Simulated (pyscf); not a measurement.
HO–Al(Cl)–Cl + ammonia (NH₃) → water (H₂O) + H₂N–Al(Cl)–Cl, a four-centre exchange (singlet surface; Al–O, H–N broken, H–O, Al–N formed). Single points on ωB97X-D3(BJ)/def2-SVP structures (PySCF, gas phase). Energies in eV from the separated reactants.

AM1 to PM7: differences of heats of formation from MOPAC, which are fitted to 298 K values and so differ in kind from electronic energies by zero-point and thermal terms. 

Task: In single points PM3 puts the saddle at 0.04 eV and the reaction energy at +0.09 eV. Should these be trusted to within a few kcal/mol? Compare with ωB97M-D3(BJ)/def2-TZVP.

Result: ωB97M-D3(BJ)/def2-TZVP gives ΔE‡ = -0.43 eV and ΔE = +0.42 eV. PM3 lies 0.47 eV over it in the barrier and 0.33 eV under it in the reaction energy, so on this step it does not hold to within 0.13 eV. ωB97M-D3(BJ)/def2-TZVP has limits of its own. On the reactant side the descent ends in an adduct with a Al–N contact, 1.71 eV under the separated species and 1.21 eV under the saddle at ωB97X-D3(BJ)/def2-TZVP. On the product side the descent ends in an adduct with a Al–O contact, 1.10 eV under the separated species and 0.20 eV under the saddle at ωB97X-D3(BJ)/def2-TZVP. At ωB97M-D3(BJ) the saddle lies under the separated reactants, which points to a path from their complex (located at ωB97X-D3(BJ) alone). At ωB97M-D3(BJ) the saddle lies under the separated products, which points to a path from their complex (located at ωB97X-D3(BJ) alone), and parting the products costs more than the saddle. What is counted as formed (Al–N) is already present as a longer contact in the reactant adduct; forming that adduct is a step of its own. What is counted as broken (Al–O) persists as a longer contact in the product adduct; parting that adduct is a step of its own. One saddle was located; it need not be the lowest between these sides.
